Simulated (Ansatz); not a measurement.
One change: `FBF` becomes `FBS`.

Ansatz, PBE0-D4/def2-TZVP geometries, multiplicity 1. Each molecule was computed in one conformer, which needn't be the lowest.

```csv
property,`FBF`
LUMO energy (B3LYP/def2-TZVPP) / eV,-0.63
size of the dipole moment (PBE/def2-TZVPP) / D,0.76
HOMO–LUMO gap (PBE0/def2-TZVPP) / eV,10.54
LUMO energy (ωB97M-V/def2-TZVPP) / eV,1.61
size of the dipole moment (B3LYP/def2-TZVPP) / D,0.89
vertical ionisation energy (CCSD(T)/CBS(def2)) / eV,14.52
```

Problem. Give the same properties after the change, and the shifts. (Best estimate.)

Solution. The calculation gave: 
```tsv
property	`FBS`	shift
LUMO energy (B3LYP/def2-TZVPP) / eV	-0.91	-0.28
size of the dipole moment (PBE/def2-TZVPP) / D	1.47	0.71
HOMO–LUMO gap (PBE0/def2-TZVPP) / eV	7.67	-2.87
LUMO energy (ωB97M-V/def2-TZVPP) / eV	1.33	-0.28
size of the dipole moment (B3LYP/def2-TZVPP) / D	1.57	0.68
vertical ionisation energy (CCSD(T)/CBS(def2)) / eV	11.03	-3.49
```

With PBE0 the HOMO rises by 2.50 eV and the LUMO falls by 0.37 eV, so the gap narrows by about 2.87 eV. PBE moves the HOMO by 1.96 eV and ωB97M-V by 2.73 eV. The zero-point energy changes by 18.9 kJ/mol with +3 modes. Dipoles are sizes alone; their direction can turn.

B3LYP here is the variant with VWN-RPA as its local correlation; programs differ in this.
